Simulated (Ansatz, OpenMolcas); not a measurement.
Worked example: vertical ionisation energy of C2H4ClF (1-chloro-2-fluoroethane)

The species is C2H4ClF (8 atoms), meant as a singlet with charge 0. SMILES: `FCCCl`. The coordinates come from a PBE0-D4/def2-TZVP relaxation. This is one conformer, not always the lowest.

Both states at this one shape; open shells run unrestricted unless said. 1 Eh = 27.2114 eV.

| level | program | singlet C2H4ClF (Eh) | doublet C2H4ClF+ (Eh) |
| --- | --- | --- | --- |
| BLYP/6-311+G** | Ansatz | -638.668492 | -638.275338 |
| M06-L/6-311+G** | OpenMolcas | -638.684974 | -638.280721 |
| CCSD/6-311+G**, 8 core orbitals frozen | Ansatz | -637.737706 | -637.330284 |

**Question.** Work out the vertical ionisation energy at each level.

**Answer.** 
1. BLYP/6-311+G**: -638.275338 − (-638.668492) = 0.393154 Eh = 10.70 eV.
2. M06-L/6-311+G**: -638.280721 − (-638.684974) = 0.404253 Eh = 11.00 eV.
3. CCSD/6-311+G**: -637.330284 − (-637.737706) = 0.407422 Eh = 11.09 eV.

No measured value is set beside it here; the levels span 10.70 to 11.09 eV.
